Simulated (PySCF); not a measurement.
Simulated outer-valence photoelectron spectrum of `CO[SiH3]`. The calculation used EOM-IP-CCSD/aug-cc-pVDZ in PySCF, restricted Hartree–Fock reference, frozen core, non-relativistic, gas phase, PBE0-D3(BJ)/def2-SVP geometry.

Each root has a Gaussian of 0.5 eV full width with its one-hole share as area; cross sections and vibrations are left out, and the highest printed point is 100.

(ionisation energy (eV), intensity): (9.8, 0), (10.0, 2), (10.2, 15), (10.4, 40), (10.6, 42), (10.8, 21), (11.0, 21), (11.2, 42), (11.4, 40), (11.6, 16), (11.8, 3), (12.0, 0), (12.2, 4), (12.4, 25), (12.6, 71), (12.8, 86), (13.0, 45), (13.2, 10), (13.4, 1), (13.6, 0), (13.8, 0), (14.0, 0), (14.2, 0), (14.4, 0), (14.6, 0), (14.8, 1), (15.0, 9), (15.2, 35), (15.4, 71), (15.6, 100), (15.8, 92), (16.0, 42), (16.2, 8), (16.4, 1), (16.6, 0), (16.8, 0), (17.0, 0), (17.2, 0), (17.4, 0), (17.6, 0), (17.8, 1), (18.0, 9), (18.2, 30), (18.4, 43), (18.6, 25), (18.8, 6), (19.0, 1)

Task: Where are the maxima, and how many lines lie under the curve?

Result: 5 maxima, at 10.5, 11.3, 12.7, 15.7 and 18.4 eV, from 8 lines. At this width some lines have no maximum of their own.

Task: List the lines with their holes.

Result: 
| E (eV) | leading hole (HF orbital) | area | Koopmans (eV) |
| --- | --- | --- | --- |
| 10.51 | HOMO | 0.95 | 11.87 |
| 11.29 | HOMO-1 | 0.95 | 12.51 |
| 12.70 | HOMO-2 | 0.95 | 13.44 |
| 12.79 | HOMO-3 | 0.95 | 13.54 |
| 15.38 | HOMO-4 | 0.94 | 16.64 |
| 15.72 | HOMO-5 | 0.94 | 17.06 |
| 15.76 | HOMO-6 | 0.94 | 17.25 |
| 18.38 | HOMO-7 | 0.89 | 20.01 |

The widest gap, 2.62 eV, lies between 15.76 and 18.38 eV. Only orbitals with −ε under 21 eV, eight at most, were ionised, so the high end of the curve may lack lines.
